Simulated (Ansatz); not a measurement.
# AlH2S− (SMILES [AlH2][S-]): one structure at several levels

A test off equilibrium: a structure displaced at random from a GFN2-xTB minimum is computed at several levels, and each is set against CCSD(T).

The runs use Ansatz 0.2.0, Gaussian basis; single points in def2-TZVPPD.

Cores are frozen in the correlated methods.

## (1) The starting structure

SMILES `[AlH2][S-]`, 4 atoms, charge -1, spin multiplicity 1.

Atoms are counted from 1 here; the program's logs count them from 0.

Bond lengths: Al1–S2 2.135 Å, Al1–H3 1.555 Å, Al1–H4 1.485 Å. Angles: S2–Al1–H3 128.8°, S2–Al1–H4 131.4°, H3–Al1–H4 98.9°.

As a file:

```xyz
4

Al   -0.02370   -0.06000   -0.07500
S     1.38940   -0.14840    1.52340
H    -1.36960   -0.82260   -0.22870
H    -0.16710    0.88840   -1.20880
```

## (2) CCSD(T)/def2-TZVPPD

run/in.yaml

```yaml
crystal:
  periodic: [false, false, false]
  atoms:
    - {symbol: Al, position_ang: [-0.023700, -0.060000, -0.075000]}
    - {symbol: S, position_ang: [1.389400, -0.148400, 1.523400]}
    - {symbol: H, position_ang: [-1.369600, -0.822600, -0.228700]}
    - {symbol: H, position_ang: [-0.167100, 0.888400, -1.208800]}
basis:
  gaussian: {orbitals: "def2-TZVPPD.json"}
total_charge: -1
correlation: {method: ccsd_t}
output: {forces: true}
```

The basis file named in the input lies beside it (Basis Set Exchange, JSON).

No record of the launch command was kept for these runs.

## (3) PBE0-D4/def2-TZVPPD

Changes to run/in.yaml since step 2:

```diff
@@ -10,3 +10,3 @@
 total_charge: -1
-correlation: {method: ccsd_t}
-output: {forces: true}
+hamiltonian: {xc: pbe0, dispersion: d4}
+output: {forces: true, orbitals: {seedname: orbitals}}
```

## (4) wB97M-V/def2-TZVPPD

Changes to run/in.yaml since step 3:

```diff
@@ -10,3 +10,3 @@
 total_charge: -1
-hamiltonian: {xc: pbe0, dispersion: d4}
-output: {forces: true, orbitals: {seedname: orbitals}}
+hamiltonian: {xc: {name: wB97M-V}}
+output: {forces: true}
```

## (5) r2SCAN-D4/def2-TZVPPD

Changes to run/in.yaml since step 4:

```diff
@@ -10,3 +10,3 @@
 total_charge: -1
-hamiltonian: {xc: {name: wB97M-V}}
+hamiltonian: {xc: r2scan, dispersion: d4}
 output: {forces: true}
```

## (6) PBE-D4/def2-TZVPPD

Changes to run/in.yaml since step 5:

```diff
@@ -10,3 +10,3 @@
 total_charge: -1
-hamiltonian: {xc: r2scan, dispersion: d4}
+hamiltonian: {xc: pbe, dispersion: d4}
 output: {forces: true}
```

## (7) BHLYP-D4/def2-TZVPPD

Changes to run/in.yaml since step 6:

```diff
@@ -10,3 +10,3 @@
 total_charge: -1
-hamiltonian: {xc: pbe, dispersion: d4}
+hamiltonian: {xc: {name: BHLYP}, dispersion: d4}
 output: {forces: true}
```

## (8) SPW92/def2-TZVPPD

Changes to run/in.yaml since step 7:

```diff
@@ -10,3 +10,3 @@
 total_charge: -1
-hamiltonian: {xc: {name: BHLYP}, dispersion: d4}
+hamiltonian: {xc: lda}
 output: {forces: true}
```

(Steps that only read results are left out.)

Q: Predict the outcome of this session. Wanted: RMS force component; RMS force error; HOMO and LUMO, PBE0-D4; T1 diagnostic.

The runs gave:

```
              quantity                                                                                          value
   RMS force component                                                           0.944 to 1.024 eV/Å over the methods
       RMS force error  PBE0-D4 0.101, wB97M-V 0.102, r2SCAN-D4 0.071, PBE-D4 0.061, BHLYP-D4 0.145, SPW92 0.123 eV/Å
HOMO and LUMO, PBE0-D4                                                                              -1.02 and 3.35 eV
         T1 diagnostic                                                                                          0.015
```

What this shows: The forces of PBE-D4 come nearest to CCSD(T), those of BHLYP-D4 are farthest. Frozen-core CCSD(T) forces in triple zeta carry basis errors of their own, and this is one geometry, so small gaps rank nothing.
